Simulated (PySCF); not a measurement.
## Reading a saddle point

A first-order saddle point of AlH2Cl, singlet, PBE0-D4/def2-TZVP, with one imaginary mode of 1529i cm⁻¹:

Al1  (0.490, 0.461, -0.014)
H2  (0.645, -0.636, -1.122)
H3  (-0.510, -1.014, -0.462)
Cl4  (-0.624, 1.189, 1.597)
(Å)

Computed with PySCF 2.14 with density fitting (its default auxiliary sets; JK sets also for MP2 and CCSD(T)) (basis: def2-TZVPP and def2-QZVPP); correlated methods freeze the cores. Extrapolation: Hartree–Fock as exp(−7.88 √X), correlation as X^−2.97.

**Question.** Which contacts change along the imaginary mode, and what lies on either side? (Judge from chemistry; the calculation decides.)

**Answer.** Computed: The step is AlH₂Cl ([AlH2][Cl]) → AlCl + H₂, with the molecules in contact on both sides. Shortening one way: H2–H3; lengthening the same way: Al1–H2, Al1–H3.
| pair | one side (Å) | saddle (Å) | other side (Å) |
| --- | --- | --- | --- |
| H2–H3 | 2.79 | 1.38 | 0.75 |
| Al1–H2 | 1.58 | 1.57 | 3.66 |
| Al1–H3 | 1.58 | 1.84 | 3.44 |

**Question.** Which side is lower, and how far does the saddle lie above each? (To be estimated.)

**Answer.** Computed: The side with Al1–H2, Al1–H3 short is lower by 68.1 kJ/mol; the saddle lies 324.8 kJ/mol above it and 256.7 kJ/mol above the other (CCSD(T) at an estimated basis limit (MP2 extrapolated from triple and quadruple zeta, plus CCSD(T) − MP2 in triple zeta); electronic energies).

No T1 diagnostic of these runs exceeds 0.024. The restricted Hartree–Fock reference is unstable towards an unrestricted one at one or more of these structures. A large double-excitation amplitude points to some diradical character; no triplet was computed.

Labels in which every atom is bracketed show which atoms are joined, not bond orders.

For scale, one of the runs: CCSD(T)/def2-TZVPP, 112 basis functions, launched by `OMP_NUM_THREADS=4 python run.py`. The run took about 7.7 s on 4 CPU threads of an AMD EPYC 9B45 (shared host).
